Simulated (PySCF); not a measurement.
Gas-phase reaction: 2 BF3.H2O + BF + H2O2 = 3 BH2F + 4 FO

Method: PySCF energies plus ideal-gas RRHO corrections (1 bar). † marks an energy on the PBE0/def2-TZVP geometry and frequencies. Open shells (unrestricted): FO (multiplicity 2); the rest are closed-shell singlets. Spin-orbit splitting is ignored; it lowers the true energy and changes the entropy of FO. B3LYP is the form with VWN-RPA correlation. Adducts (BF3.H2O) have no counterpoise correction, and HF, PBE, BLYP, B3LYP and PBE0 lack dispersion. BF3.H2O, BH2F: computed as isolated molecules; such fragments, hydroxides, amides, oligomers or adducts are transient or little studied in the gas.

ωB97X-V/def2-TZVP† gives ΔH°(298 K) = 2432 kJ.

**Question.** What do PBE/def2-TZVP†, M06-2X/def2-TZVP†, B3LYP/def2-TZVP† give?

**Answer.** PBE/def2-TZVP†: 2365 kJ; M06-2X/def2-TZVP†: 2590 kJ; B3LYP/def2-TZVP†: 2387 kJ. For scale, ΔH°(298 K) is 2432 kJ at this level, 2510 kJ at ωB97M-V/def2-TZVP†, and runs from 2233 to 2726 kJ over the 19 levels computed.
